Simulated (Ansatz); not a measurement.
The same path of CH6NSi (9 atoms, charge 1, multiplicity 1) was run twice with different band settings. The coordinate that changes most is the dihedral H6–C1–N2–Si3.

Computed with Ansatz, RKS r2SCAN-D4/def2-SVP.

Relaxed end points:

```xyz
9
Properties=species:S:1:pos:R:3
C -0.365 0.381 -1.141
N 0.158 0.446 0.230
Si 0.368 -0.780 1.324
H -0.632 -0.652 -1.398
H -1.258 1.018 -1.226
H 0.399 0.743 -1.846
H 0.421 1.394 0.520
H -0.012 -2.137 0.897
H 0.919 -0.413 2.639
```

```xyz
9
Properties=species:S:1:pos:R:3
C -0.853 0.208 -0.900
N -0.139 0.340 0.377
Si 1.190 -0.488 0.918
H -1.900 -0.070 -0.710
H -0.830 1.167 -1.438
H -0.381 -0.565 -1.521
H -0.542 1.051 0.996
H 1.760 -1.508 0.022
H 1.696 -0.136 2.256
```

Common settings: movable images 7; climbing image yes; optimiser quadratic models (default); start path IDPP; force threshold 0.03 eV/Å; end points relaxed.

| run | spring | iteration limit |
| --- | --- | --- |
| 1 | 5.0 eV/Å² | 56 |
| 2 | 20.0 eV/Å² | 59 |

Question: What does each run give, and how far can it be trusted?

Answer: Run 1: converged after 4 iterations, highest image 0.089 eV above the first end. A vibrational analysis at the climbing image gives one clearly imaginary mode, 209i cm⁻¹: a first-order saddle point.
Run 2: converged after 4 iterations, highest image 0.089 eV above the first end. Another band between the same ends (7 images) ends at a top of the same energy, where a vibrational analysis finds 1 clearly imaginary mode.
Limits of this set-up: the dipole of an ion depends on the origin.
